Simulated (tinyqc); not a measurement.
Worked calculation: extended Hueckel theory, for NH3. One step of it, computed by the program tinyqc.

Question. Wolfsberg-Helmholz matrix. H_ij = K' S_ij (H_ii + H_jj)/2 for i != j (the diagonal keeps H_ii), with K' = 1.75.

overlap S, order 1N 2s, 1N 2px, 1N 2py, 1N 2pz, 2H 1s, 3H 1s, 4H 1s:
$$\begin{pmatrix}
1.000000 & 0.000000 & 0.000000 & 0.000000 & 0.479278 & 0.479540 & 0.479540 \\
0.000000 & 1.000000 & 0.000000 & 0.000000 & 0.435621 & -0.217977 & -0.217977 \\
0.000000 & 0.000000 & 1.000000 & 0.000000 & 0.000000 & 0.377334 & -0.377334 \\
0.000000 & 0.000000 & 0.000000 & 1.000000 & -0.071591 & -0.071646 & -0.071646 \\
0.479278 & 0.435621 & 0.000000 & -0.071591 & 1.000000 & 0.158507 & 0.158507 \\
0.479540 & -0.217977 & 0.377334 & -0.071646 & 0.158507 & 1.000000 & 0.158696 \\
0.479540 & -0.217977 & -0.377334 & -0.071646 & 0.158507 & 0.158696 & 1.000000
\end{pmatrix}$$

diagonal H_ii (eV): 1N 2s -26.000000, 1N 2px -13.400000, 1N 2py -13.400000, 1N 2pz -13.400000, 2H 1s -13.600000, 3H 1s -13.600000, 4H 1s -13.600000

K = 1.750000

Give: H.

Answer.

H (eV), order 1N 2s, 1N 2px, 1N 2py, 1N 2pz, 2H 1s, 3H 1s, 4H 1s:
$$\begin{pmatrix}
-26.0000 & 0.0000 & 0.0000 & 0.0000 & -16.6070 & -16.6161 & -16.6161 \\
0.0000 & -13.4000 & 0.0000 & 0.0000 & -10.2916 & 5.1497 & 5.1497 \\
0.0000 & 0.0000 & -13.4000 & 0.0000 & 0.0000 & -8.9145 & 8.9145 \\
0.0000 & 0.0000 & 0.0000 & -13.4000 & 1.6913 & 1.6926 & 1.6926 \\
-16.6070 & -10.2916 & 0.0000 & 1.6913 & -13.6000 & -3.7725 & -3.7725 \\
-16.6161 & 5.1497 & -8.9145 & 1.6926 & -3.7725 & -13.6000 & -3.7770 \\
-16.6161 & 5.1497 & 8.9145 & 1.6926 & -3.7725 & -3.7770 & -13.6000
\end{pmatrix}$$
